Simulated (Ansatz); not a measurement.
Results of G0W0@PBEsol (Ansatz, a first-principles code, hard PAW, contour deformation, complete-basis limit) for BiOCl (P4/nmm, No. 129).

Settings: largest k mesh 6×6×4 (not extrapolated in the mesh).

Cell (measured lattice):

Space group P4/nmm, origin choice 1 (No. 129); a = 3.8855 Å, b = 3.8855 Å, c = 7.3489 Å, α = 90.00°, β = 90.00°, γ = 90.00°

```tsv
atom	site	symmetry	x	y	z
Bi	2c	4mm	0.5000	0.0000	0.3290
Cl	2c	4mm	0.0000	0.5000	0.1472
O	2b	-4m2	0.5000	0.5000	0.5000
```

**Question.** What does this level give for the band gap?

**Answer.** 
- band gap = 3.74 eV

Note: filled d or f shells below the valence bands can shift G0W0 gaps through exchange with them, which wasn't tested here; cell and atoms aren't relaxed at this level; the gap holds a correction of +0.32 eV to the complete basis; the gap is lowered by 0.05 eV for band edges off the mesh, as the parent functional finds them.

Spin–orbit coupling is not included; with these elements it can move the gap by several tenths of an eV or more.
